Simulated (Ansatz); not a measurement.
# Si2F (quartet): wave-function methods side by side, def2-TZVPP

The task here is to estimate one member of a computed series from the others.

Method: def2-TZVPP, core rule «outside noble gas», up to 11 orbitals frozen; program: Ansatz 0.2.0, Gaussian basis.

Plan: UHF; ROHF; CCSD(T) on UHF.

2 further runs of the same task are left out: 2 set aside as unsound or not needed.

**The geometry**

The geometry is a PBE0/def2-TZVP stationary point (not a proven minimum) of the parent state, kept for this charge and spin.

3 atoms, charge 0, spin multiplicity 4.

Atoms are counted from 1 here; the program's logs count them from 0.

Bond lengths: F1–Si2 1.592 Å, Si2–Si3 2.130 Å. Angles: F1–Si2–Si3 180.0°.

Set-up of the first run:

in.yaml

```yaml
crystal:
  periodic: [false, false, false]
  atoms:
    - {symbol: F, position_ang: [0.000000, 0.000000, -1.771600]}
    - {symbol: Si, position_ang: [0.000000, 0.000000, -0.179400]}
    - {symbol: Si, position_ang: [0.000000, 0.000000, 1.951000]}
basis:
  gaussian: {orbitals: def2-TZVPP}
magnetization: {spin_polarized: true, initial_magnetization: 3}
hamiltonian: {xc: hf}
output: {orbitals: {seedname: orbitals}}
```

Started as:

```console
ansatz run in.yaml --threads 1 --pin off --events-out ev --progress --plain --max-ram 4096MiB --backend cpu
```

Steps of the session up to this table: UHF; ROHF; CCSD(T) on UHF.

One of the session's tables, all rows but one given; the rest of the session is left out.

| method | from UCCSD(T) (meV) |
| --- | --- |
| ROHF | +12713.1 |
| UHF | +12619.3 |
| UMP2 | +1175.2 |
| UCCSD | ? |
| UCCSD(T) | 0 |

Estimate the missing values for UCCSD.

The run gave: from UCCSD(T) (meV): +542.7. In the column «from UCCSD(T) (meV)» it lies between UCCSD(T) (0) and UMP2 (+1175.2).

To keep in mind: Warnings: coupled cluster took another determinant than the lowest.
